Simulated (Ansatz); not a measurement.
Reaction (SMILES): N#C (CH-N) → CHN+ (doublet, bonded as N#C) + e-
B3LYP-D3(BJ)/def2-TZVP geometries, fixed; electronic energies without zero-point terms.

Basis-set convergence of the adiabatic ionisation energy at r2SCAN with Ansatz (a program for electronic structure). Cartesian d functions, on some or all atoms, in 6-31G*, 6-31+G*; all else is spherical. The program fits the integrals of some runs and decomposes those of others, by size. Open shells are unrestricted. No added dispersion term, no relativity. Functions are those of the species that has most. Reference: the value in pcseg-4, 13.426 eV, itself unsure by roughly 0.003 eV (its mean distance from aug-pcseg-3, aug-cc-pVQZ, cc-pV5Z). Deviations are taken from unrounded values.

```
basis        functions  adiabatic ionisation energy (eV)
-----------  ---------  --------------------------------
6-31G*              32                            13.300
6-31+G*             40                            13.381
cc-pVDZ             33                            13.315
aug-cc-pVDZ         55                            13.361
def2-SVP            33                            13.450
def2-SVPD           48                            13.453
pcseg-1             33                            13.481
aug-pcseg-1         55                            13.398
6-311G**            42                            13.433
6-311+G**           50                            13.458
def2-TZVP           68                            13.415
def2-TZVPD          83                            13.417
cc-pVTZ             74                            13.407
aug-cc-pVTZ        115                            13.418
pcseg-2             74                            13.436
aug-pcseg-2        115                            13.433
def2-TZVPP          76                            13.415
def2-TZVPPD         91                            13.418
cc-pVQZ            140                            13.422
aug-cc-pVQZ        206                            13.423
def2-QZVPP         144                            13.422
def2-QZVPPD        159                            13.423
pcseg-3            153                            13.431
aug-pcseg-3        219                            13.430
```

What the diffuse functions change, pair by pair:
- 6-31G* to 6-31+G*: 8 more functions, deviation -0.127 to -0.045 eV
- cc-pVDZ to aug-cc-pVDZ: 22 more functions, deviation -0.111 to -0.065 eV
- def2-SVP to def2-SVPD: 15 more functions, deviation 0.023 to 0.026 eV
- pcseg-1 to aug-pcseg-1: 22 more functions, deviation 0.055 to -0.028 eV
- 6-311G** to 6-311+G**: 8 more functions, deviation 0.007 to 0.032 eV
- def2-TZVP to def2-TZVPD: 15 more functions, deviation -0.012 to -0.009 eV
- cc-pVTZ to aug-cc-pVTZ: 41 more functions, deviation -0.019 to -0.008 eV
- pcseg-2 to aug-pcseg-2: 41 more functions, deviation 0.010 to 0.007 eV
- def2-TZVPP to def2-TZVPPD: 15 more functions, deviation -0.011 to -0.009 eV
- cc-pVQZ to aug-cc-pVQZ: 66 more functions, deviation -0.005 to -0.003 eV
- def2-QZVPP to def2-QZVPPD: 15 more functions, deviation -0.004 to -0.003 eV
- pcseg-3 to aug-pcseg-3: 66 more functions, deviation 0.004 to 0.004 eV

They bring the value nearer the reference by more than 0.003 eV in 6 of 12 pairs.
